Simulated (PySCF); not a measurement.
Gas-phase reaction: AlH + AlCl₂ = AlHCl₂ + Al

Computed with PySCF and rigid-rotor harmonic-oscillator thermochemistry at 1 bar. † marks an energy on the PBE0/def2-TZVP geometry and frequencies; other levels use their own. MP2 and CCSD(T) freeze the core. 6-31G* has spherical d functions here. Open shells (unrestricted): AlCl₂ (multiplicity 2), Al (multiplicity 2); the rest are closed-shell singlets. Spin-orbit splitting is ignored; it lowers the true energy and changes the entropy of Al. B3LYP is the form with VWN-RPA correlation. AlHCl₂: computed as isolated molecules; such fragments, hydroxides, amides, oligomers or adducts are transient or little studied in the gas. MP2 isn't extrapolated to the basis-set limit. CCSD(T) isn't extrapolated to the basis-set limit.

| level | ΔH°(298 K), kJ |
|---|---|
| B3LYP/6-31G* | ___ |
| BLYP/def2-TZVP† | ___ |
| CCSD(T)/def2-SVP† | -58 |
| CCSD(T)/def2-TZVPP† | -54 |
| HF/6-31G* | ___ |
| MP2/def2-SVP† | ___ |
| PBE/def2-TZVP† | -41 |
| PBE0/def2-QZVP† | -48 |
| PBE0/def2-SVP† | -52 |
| LDA/def2-TZVP† | -41 |

**Question.** Complete the blanks.

**Answer.** 
- B3LYP/6-31G*, ΔH°(298 K), kJ: -46
- BLYP/def2-TZVP†, ΔH°(298 K), kJ: -39
- HF/6-31G*, ΔH°(298 K), kJ: -56
- MP2/def2-SVP†, ΔH°(298 K), kJ: -61
